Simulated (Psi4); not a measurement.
# Si2H6 (Si(SiH3)H3), step by step

Aim: a structure relaxation (B3LYP/6-31G*), then the harmonic vibrations, then the energy (CCSD(T)/cc-pVDZ) of Si2H6 (Si(SiH3)H3). 

The calculation is run with Psi4 1.11.

## Step 1: The molecule

The species is Si2H6 (8 atoms), meant as a singlet with charge 0. As SMILES, `[H][Si]([H])([H])[SiH3]`. The coordinates come from a GFN2-xTB relaxation. The run starts from this shape.

Bond lengths: Si1–Si2 2.306 Å, Si2–H3 1.466 Å, Si2–H4 1.466 Å, Si2–H5 1.466 Å, Si1–H6 1.466 Å, Si1–H7 1.465 Å, Si1–H8 1.466 Å. Some angles: Si1–Si2–H3 112.6°, Si1–Si2–H4 112.5°, Si1–Si2–H5 112.6°, Si2–Si1–H6 112.4°, Si2–Si1–H7 112.6°, Si2–Si1–H8 112.4°, H3–Si2–H4 106.2°, H3–Si2–H5 106.2°, H4–Si2–H5 106.2°, H6–Si1–H7 106.3°.

## Step 2: A structure relaxation at B3LYP/6-31G(d) (density fitting, Cartesian functions) (run 1)

Contents of job.py:

```python
import psi4

psi4.set_memory(1600000000)
psi4.set_num_threads(1)
psi4.set_output_file('psi4.out', False)

geom = psi4.geometry("""
0 1
Si    -0.00721875     0.01647841    -2.18029041
Si     0.00623610    -0.01324698     2.17651096
H      1.48893411     2.06582970     3.25125490
H      1.07788088    -2.34666190     3.21818469
H     -2.53784549     0.21457840     3.24847700
H      2.54965628    -0.01857601    -3.24447078
H     -1.25385218     2.25684322    -3.22389167
H     -1.32377205    -2.17526374    -3.24579359
units au
symmetry c1
""")

psi4.set_options(dict(reference='rks', geom_maxiter=60))

e, wfn = psi4.optimize("b3lyp/6-31G*", return_wfn=True)
print('E =', round(e, 9))
print(geom.to_string(dtype='xyz', units='Angstrom'))
```

Command:

```bash
$ python job.py
```

psi4.out:

```text
[...]
  Running in c1 symmetry.
[...]
  Nuclear repulsion =   91.911215649048486
[...]
  Multiplicity = 1
[...]
  Nalpha       = 17
  Nbeta        = 17
[...]
    Number of basis functions: 50
[...]
   @DF-RKS iter   1:  -582.52818296875739   -4.08688e-01   4.81488e-03 ADIIS/DIIS
[...]
   @DF-RKS iter   5:  -582.58281337020833   -9.54969e-12   7.14456e-09 DIIS
[...]
  @DF-RKS Final Energy:  -582.58281337020833
   => Energetics <=
    Nuclear Repulsion Energy =             90.4363060880767051
    One-Electron Energy =                -985.8800808685330139
    Two-Electron Energy =                 348.3707019380727274
    DFT Exchange-Correlation Energy =     -35.5097405278246399
    Empirical Dispersion Energy =           0.0000000000000000
    VV10 Nonlocal Energy =                  0.0000000000000000
    Total Energy =                       -582.5828133702083278
[...]
  -Total Gradient:
     Atom            X                  Y                   Z
    ------   -----------------  -----------------  -----------------
       1        0.000001438161    -0.000000992415     0.000000377004
       2       -0.000002551648     0.000001736129     0.000004118554
       3       -0.000002123423    -0.000000138146     0.000002761038
       4        0.000000017258    -0.000003448983    -0.000004105649
       5        0.000003398321    -0.000000578014     0.000000542224
       6       -0.000002188340    -0.000001609355    -0.000002567273
       7        0.000000834385     0.000002517837     0.000002728877
       8        0.000001214583     0.000002559589    -0.000003875763
[...]
```

On the terminal:

```text
Optimizer: Optimization complete!
E = -582.58281337
8
0 1 H6Si2
Si                   -0.003396940751     0.007757756262    -1.175056951503
Si                    0.003398185639    -0.007756420942     1.175059967203
H                     0.765666650053     1.156729210352     1.704811961406
H                     0.636013656619    -1.254047558802     1.689164403224
H                    -1.386945724420     0.063679461868     1.703787532009
H                     1.386867068132    -0.064933457638    -1.703840509969
H                    -0.634926969776     1.254580330788    -1.689204453264
H                    -0.766709238320    -1.156045054633    -1.704802648353
```

Wall time 28 s (1 thread of Intel Xeon Platinum 8375C at 2.90GHz (Ice Lake), shared host); peak memory 0.48 GiB.

The path in brief:

```tsv
step	energy from the first frame kept (eV)	largest force (eV/Å)
0	0.0000	0.5102
1	-0.0607	0.2839
2	-0.0640	0.0729
3	-0.0643	0.0041
4	-0.0643	0.0059
5	-0.0644	0.0003
```

After the run. Bond lengths: Si1–Si2 2.350 Å, Si2–H3 1.489 Å, Si2–H4 1.489 Å, Si2–H5 1.489 Å, Si1–H6 1.489 Å, Si1–H7 1.489 Å, Si1–H8 1.489 Å. Some angles: Si1–Si2–H3 110.6°, Si1–Si2–H4 110.6°, Si1–Si2–H5 110.6°, Si2–Si1–H6 110.6°, Si2–Si1–H7 110.6°, Si2–Si1–H8 110.6°, H3–Si2–H4 108.3°, H3–Si2–H5 108.3°, H4–Si2–H5 108.3°, H6–Si1–H7 108.3°.

## Step 3: The harmonic vibrations at B3LYP/6-31G(d) (density fitting, Cartesian functions) (run 2)

Contents of h6si2.in:

```
memory 1600 mb

molecule mol {
  Si    -0.00684648     0.01606456    -2.22217997
  Si     0.00599421    -0.01325265     2.21889752
  H      1.44647385     2.18730697     3.21998371
  H      1.20146519    -2.36840131     3.19041328
  H     -2.62137517     0.12174183     3.21804674
  H      2.62037172    -0.12130152    -3.22143691
  H     -1.20026522     2.37221856    -3.19377888
  H     -1.44929711    -2.18320248    -3.22325483
  units bohr
  symmetry c1
}

set basis 6-31G*
set reference rks
set t 600.0
set rotational_symmetry_number 6

frequencies("b3lyp")
```

Command:

```bash
$ psi4 -i h6si2.in -o h6si2.out -n 1
```

h6si2.out:

```text
[...]
  Running in c1 symmetry.
[...]
  Nuclear repulsion =   90.436302654241814
[...]
  Multiplicity = 1
[...]
  Nalpha       = 17
  Nbeta        = 17
[...]
    Number of basis functions: 50
[...]
   @DF-RKS iter   1:  -582.53197983534767   -4.70428e-01   4.75125e-03 DIIS/ADIIS
[...]
   @DF-RKS iter   8:  -582.58281255612110   -1.02318e-12   3.73726e-09 DIIS
[...]
  @DF-RKS Final Energy:  -582.58281255612110
   => Energetics <=
    Nuclear Repulsion Energy =             90.4362228385614060
    One-Electron Energy =                -985.8799142117252359
    Two-Electron Energy =                 348.3706155262363495
    DFT Exchange-Correlation Energy =     -35.5097367091935325
    Empirical Dispersion Energy =           0.0000000000000000
    VV10 Nonlocal Energy =                  0.0000000000000000
    Total Energy =                       -582.5828125561208708
[...]
  -Total Gradient:
     Atom            X                  Y                   Z
    ------   -----------------  -----------------  -----------------
       1        0.000022344529     0.000334129586     0.000004920121
       2        0.000000794586     0.000069035412     0.000004472174
       3       -0.000004222392    -0.000001820195     0.000014483480
       4        0.000001743299    -0.000007024068    -0.000017324736
       5        0.000004592189    -0.000003529584     0.000001001250
       6       -0.000005175499    -0.000032378809    -0.000003329148
       7        0.000075378403    -0.000180782082     0.000124305303
       8       -0.000095455090    -0.000177513070    -0.000128638593
[...]
  ==> Harmonic Vibrational Analysis <==
[...]
  Freq [cm^-1]                 128.6202            380.1098            380.3452
[...]
  Freq [cm^-1]                 433.3348            618.3853            637.1340
[...]
```

On the terminal:

```text
Warning: used thermodynamics relations inappropriate for low-frequency modes: ['128.6202' '380.1098' '380.3452' '433.3348' '618.3853']
```

It took 3.7 min on 1 thread of Intel Xeon Platinum 8375C at 2.90GHz (Ice Lake), shared host; peak memory 0.47 GiB.

## Step 4: A single-point energy at CCSD(T)/cc-pVDZ (run 3)

Contents of job.in:

```
memory 1.6 GB

molecule molecule1 {
  0 1
  Si
  Si 1 2.350178
  H 2 1.489201 1 110.61202
  H 2 1.48921 3 108.30995 1 121.36905
  H 2 1.489198 3 108.30517 4 117.26095
  H 1 1.489205 2 110.6126 5 -179.9483
  H 1 1.48921 6 108.31088 2 121.37227
  H 1 1.489198 6 108.30377 7 117.2565
}

set {
  scf_type pk
  freeze_core true
}

result, w = energy('ccsd(t)/cc-pVDZ', return_wfn=True)
print_variables()
```

Command:

```bash
$ psi4 -n 1 job.in job.out
```

job.out:

```text
[...]
  Running in c1 symmetry.
[...]
  Nuclear repulsion =   90.436303337102771
[...]
  Multiplicity = 1
[...]
  Nalpha       = 17
  Nbeta        = 17
[...]
    Number of basis functions: 66
[...]
   @RHF iter   1:  -581.30030711133566   -6.34580e-01   2.28641e-03 DIIS/ADIIS
[...]
   @RHF iter   8:  -581.33904869484536   -3.66072e-11   8.96157e-09 DIIS
[...]
  @RHF Final Energy:  -581.33904869484536
   => Energetics <=
    Nuclear Repulsion Energy =             90.4363033371027711
    One-Electron Energy =                -985.5018581251067644
    Two-Electron Energy =                 313.7265060931586049
    Total Energy =                       -581.3390486948453599
[...]
 Multipole Moments:
 ------------------------------------------------------------------------------------
     Multipole            Electronic (a.u.)      Nuclear  (a.u.)        Total (a.u.)
 ------------------------------------------------------------------------------------
 L = 1.  Multiply by 2.5417464519 to convert [e a0] to [Debye]
 Dipole X            :         -0.0000096            0.0000074           -0.0000023
 Dipole Y            :         -0.0000596            0.0000443           -0.0000154
 Dipole Z            :          0.0001409           -0.0000804            0.0000605
 Magnitude           :                                                    0.0000625
[...]
      * MP2 total energy                      = -581.553284108862840
[...]
      * CCSD total energy                     = -581.605132755083332
[...]
      * CCSD(T) total energy                  = -581.611142891414033
[...]
```

Wall time 17 s (1 thread of Intel Xeon Platinum 8375C at 2.90GHz (Ice Lake), shared host); peak memory 0.31 GiB.

## Step 5: Results

| quantity | value |
| --- | --- |
| run 1, B3LYP/6-31G*: total energy at the end | -582.58281 Eh |
| run 1, B3LYP/6-31G*: dipole moment | 0.00 D |
| run 1, B3LYP/6-31G*: HOMO energy | -8.13 eV |
| run 1, B3LYP/6-31G*: LUMO energy | 0.55 eV |
| run 1, B3LYP/6-31G*: HOMO–LUMO gap | 8.68 eV |
| run 2, B3LYP/6-31G*: lowest harmonic wavenumber | 129 cm⁻¹ |
| run 2, B3LYP/6-31G*: highest harmonic wavenumber | 2251 cm⁻¹ |
| run 2, B3LYP/6-31G*: zero-point energy | 129.2 kJ/mol |
| run 2, B3LYP/6-31G*: ideal-gas entropy at 600 K (symmetry number 6 as used) | 81.9 cal/(mol K) |
| run 3, CCSD(T)/cc-pVDZ: total energy | -581.61114 Eh |
| run 3, CCSD(T)/cc-pVDZ: HOMO energy (Hartree–Fock orbitals) | -11.04 eV |
| run 3, CCSD(T)/cc-pVDZ: LUMO energy (Hartree–Fock orbitals) | 3.80 eV |
| run 3, CCSD(T)/cc-pVDZ: HOMO–LUMO gap (Hartree–Fock orbitals) | 14.85 eV |
| run 3, CCSD(T)/cc-pVDZ: correlation energy (10 core orbitals frozen) | -272.1 mEh |
| run 3, CCSD(T)/cc-pVDZ: (T) correction | -6.01 mEh |
| run 3, CCSD(T)/cc-pVDZ: T1 diagnostic | 0.012 |

In words: The optimisation (run 1, B3LYP/6-31G*) took 6 steps and changed the energy by -0.064 eV. All 18 modes (run 2, B3LYP/6-31G*) are real, so the shape is a minimum at this level. The triples (run 3, CCSD(T)/cc-pVDZ) make up 2.2 % of the correlation energy.
